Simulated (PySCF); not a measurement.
Towards the basis-set limit for NaH

State: ¹Σ⁺, singlet, closed shell. De refers to Na + H. RHF-based CCSD(T) in PySCF 2.14 with Na cc-pCVTZ, H aug-cc-pVTZ and Na cc-pCVQZ, H aug-cc-pVQZ (frozen core orbitals: 1; no relativity). Correlation energies are extrapolated as n⁻³ (n = 3, 4), Hartree–Fock as (n+1)·exp(−9√n). SR is the spin-free X2C energy in Na cc-pCVTZ-DK, H cc-pVTZ-DK less the non-relativistic one in Na cc-pCVTZ, H cc-pVTZ.

```csv
Level,Re (Å),ωe (cm⁻¹),ωexe (cm⁻¹),αe (cm⁻¹),De (eV)
CCSD(T)/TZ,1.8973,1149.5,18.7,0.135,1.929
CCSD(T)/QZ,1.8905,1161.4,18.9,0.138,1.950
HF/CBS,1.9145,1182.0,16.2,0.116,0.936
MP2/CBS,1.8761,1205.0,17.5,0.130,1.756
CCSD/CBS,1.8886,1168.8,19.0,0.139,1.950
CCSD(T)/CBS,1.8861,1169.1,19.2,0.141,1.961
CCSD(T)/CBS+SR,1.8847,1170.1,19.2,0.141,1.960
```

How much is left between CCSD(T)/QZ and the basis-set limit, and how much do the triples give at the limit?

CCSD(T)/CBS less CCSD(T)/QZ: -4.4 mÅ in Re, +7.7 cm⁻¹ in ωe and +0.011 eV in De. CCSD(T)/CBS less CCSD/CBS: -2.5 mÅ in Re, +0.3 cm⁻¹ in ωe and +0.011 eV in De.

What do the later terms add?

SR: -1.4 mÅ in Re, +1.0 cm⁻¹ in ωe and -0.001 eV in De, each against the row above.

Measured (Huber and Herzberg, Constants of Diatomic Molecules (1979)): Re = 1.8874 Å, ωe = 1172.2 cm⁻¹, ωexe = 19.72 cm⁻¹. The last row is off by -2.7 mÅ and -2.1 cm⁻¹.

The T1 diagnostic is 0.012. The open-shell atoms are computed with UHF. Spin–orbit coupling, excitations beyond (T) and corrections to the Born–Oppenheimer picture are left out.

The whole job (state search and all basis sets along the bond) took about 5.1 min on 4 threads of AMD EPYC 7R43 64-Core (shared host), peak memory 6.7 GiB.
